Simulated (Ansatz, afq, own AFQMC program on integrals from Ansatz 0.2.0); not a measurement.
Two steps: Ansatz 0.2.0 writes the Fock matrix and Cholesky factors of the valence space, and afq projects on them the lowest state that overlaps trial and start.

```yaml
crystal:
  periodic: [false, false, false]
  atoms:
    - {symbol: Ge, position_ang: [0.000000, -0.029925, 0.015840]}
    - {symbol: H, position_ang: [0.000000, 1.416732, -2.491790]}
    - {symbol: H, position_ang: [0.000000, 0.739894, 1.350241]}
basis:
  gaussian: {orbitals: cc-pVDZ}
magnetization: {spin_polarized: false, initial_magnetization: 2}
correlation: {method: ccsd_t, electrons: outside_noble_gas, hamiltonian_folder: ham}
```

```sh
$ ansatz run in.yaml --threads 1 --pin off --events-out ev --progress --plain --max-ram 1382MiB
```

afq runs on the folder ham with

```
--method phaseless --trial cisd --walkers 10 --populations 1 --least-time 40 --time-step 0.04 --steps-per-block 5 --equilibration-blocks 50 --max-blocks 300 --target-error 0.00116 --factor-cut 0.001 --start determinant --seed 7379 --taylor-order 6
```

Times are imaginary, in 1/Eh. The walk had a cap of 202 s. Filled inner d shells are frozen with the cores.

afq prints:

```
orbitals 23  electrons 4 2  factors 96 of 415
reference energy -2076.35666764 Eh
CCSD correlation -0.08711631 Eh in 15 cycles, weight of the determinant in the CISD state 0.9185
energy of the start -2076.443784 Eh
 block  time / (1/Eh)  mean weight  energy / Eh
     1     0.200  1.0081  -2076.443471
     2     0.400  0.9804  -2076.443574
     3     0.600  0.9798  -2076.443584
     4     0.800  0.9911  -2076.443975
     5     1.000  1.0181  -2076.443585
     7     1.400  0.9973  -2076.443772
     9     1.800  0.9992  -2076.443348
    13     2.600  0.9938  -2076.443792
    25     5.000  0.9972  -2076.448128
    37     7.400  1.0238  -2076.446410
    49     9.800  0.9866  -2076.444183
    61    12.200  1.0128  -2076.449707
    73    14.600  1.0005  -2076.444756
    85    17.000  1.0063  -2076.444133
    97    19.400  1.0130  -2076.445713
   109    21.800  1.0222  -2076.444472
   115    23.000  1.0015  -2076.453436
   121    24.200  0.9877  -2076.443008
   133    26.600  1.0349  -2076.441737
   145    29.000  1.0085  -2076.445201
   157    31.400  0.9977  -2076.444521
   169    33.800  1.0079  -2076.443654
   181    36.200  0.9805  -2076.445654
   193    38.600  0.9913  -2076.446180
   205    41.000  0.9816  -2076.444294
   217    43.400  0.9932  -2076.445646
   229    45.800  1.0032  -2076.446911
   241    48.200  1.0200  -2076.446387
   247    49.400  1.0334  -2076.446199
blocks merged  error / Eh  count
     1  0.000129  200
     2  0.000162  100
     4  0.000198  50
     8  0.000211  25
    16  0.000276  12
energy -2076.445307 +/- 0.000211 Eh
(rows thinned)
```

The run passed its tests (sampling time, drift between the halves within three errors, error under three times the target), which doesn't prove that it has relaxed. The second half of the sampling lies below the first by 1.9 errors of their difference, so the energy may still be moving and its error bar be too small.

Against this walk (error 5.7 meV) on the same determinant: CCSD(T) 2.0 meV lower (within the noise), CCSDT(Q) 19.6 meV lower, full CI for this spin (own frozen core, lowest symmetry allowed) 19.8 meV lower, a separate phaseless walk with a CISD trial and standard settings 6.4 ± 6.6 meV lower (within the noise). The error is statistical and leaves out the bias of the constraint.

Cautions: constraint bias not in the error; no relativity below Rb; no spin-orbit coupling; inner d shell frozen; lower spins were not checked; a spin-contaminated unrestricted determinant lies lower (UHF 128 meV lower, ⟨S²⟩ 2.08); so few walkers bias the energy; the coarse factor cut changes the integrals a little; the time-step error isn't removed.

The walk took 2.3 s on 1 thread of Arm Neoverse V1 (shared host). The log's last line is the phaseless energy.

CCSDT and higher add their correlation energy to the determinant of the CCSD(T) run, since their own runs factorise the integrals more tightly (a shift of under 2 meV). A walk keeps the symmetry of its determinant, which the program's search chose and which needn't be the lowest solution, so a lower state of the same spin and another symmetry isn't excluded.
